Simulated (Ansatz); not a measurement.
A made-up structure of SiH₂SO, singlet:

O1  (-0.338, 0.101, -1.064)
Si2  (0.200, 0.117, 0.289)
S3  (1.228, 1.374, 0.520)
H4  (-0.842, -0.584, -1.044)
H5  (-0.247, -1.007, 1.300)
(Å)

It is relaxed with PBE-D4/def2-SVP and then PBE0-D4/def2-TZVP (Ansatz 0.2.0). Atoms count as bonded within 1.22 times the sum of their covalent radii (H–H: 0.88 Å). The end point is not checked to be a true minimum.

**Question.** Does its bonding change? (Judge from chemistry; the calculation decides.)

**Answer.** By the calculation: No: no bond forms or breaks.

Where it ends: The first stage lowers the energy by 4.72 eV in 8 steps. It ends as SiH₂SO ([OH][SiH][S]):
| atom | x (Å) | y (Å) | z (Å) |
| --- | --- | --- | --- |
| O1 | -0.4608 | -0.0363 | -1.1162 |
| Si2 | 0.2525 | 0.1678 | 0.3276 |
| S3 | 1.4844 | 1.5767 | 0.7888 |
| H4 | -1.0568 | -0.7838 | -1.2126 |
| H5 | -0.2194 | -0.9245 | 1.2124 |

Labels in which every atom is bracketed show which atoms are joined, not bond orders.

For scale, one of the runs: PBE0-D4/def2-TZVP relaxation, 117 basis functions, launched by `ansatz run in.yaml --threads 2 --pin off --events-out ev --progress --plain --max-ram 4352MiB`. The run took about 7 s on 2 CPU threads of an Intel Xeon 6975P-C (shared host).
